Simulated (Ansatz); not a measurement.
C₄H₈O₂ (`C1COCOC1`) from Hartree–Fock to CCSD(T)

```xyz
14

C    -0.004   -1.214    0.375
C     0.426   -0.690   -0.995
O    -0.331    0.464   -1.311
C     0.006    1.533   -0.473
O     0.337    1.120    0.822
C    -0.428   -0.006    1.209
H     0.826   -1.746    0.846
H    -0.839   -1.914    0.284
H     0.239   -1.412   -1.790
H     1.497   -0.449   -0.998
H     0.887    2.073   -0.848
H    -0.871    2.196   -0.470
H    -0.245   -0.155    2.274
H    -1.498    0.202    1.074
```

The species carries charge 0 and has multiplicity 1. All single points use the PBE0-D4/def2-TZVP geometry. It is a higher conformer; a search finds a lower one. Frozen core, restricted reference, Ansatz 0.2.0. CBS rows extrapolate triple and quadruple zeta; past MP2 they add the triple-zeta difference.

| basis | HF (Eh) | MP2 corr. |
| --- | --- | --- |
| def2-SVP | -305.59651 | -0.91592 |
| def2-TZVPP | -305.95073 | -1.14581 |
| def2-QZVPP | -305.96485 | -1.22672 |

Question: Estimate the CCSD correlation energy and the (T) correction in each basis where they were run (hartree).

Answer: 
| basis | CCSD corr. | (T) |
| --- | --- | --- |
| def2-SVP | -0.97225 | -0.02784 |
| def2-TZVPP | -1.18575 | -0.04740 |
| CBS(def2) | -1.32659 | as TZ |
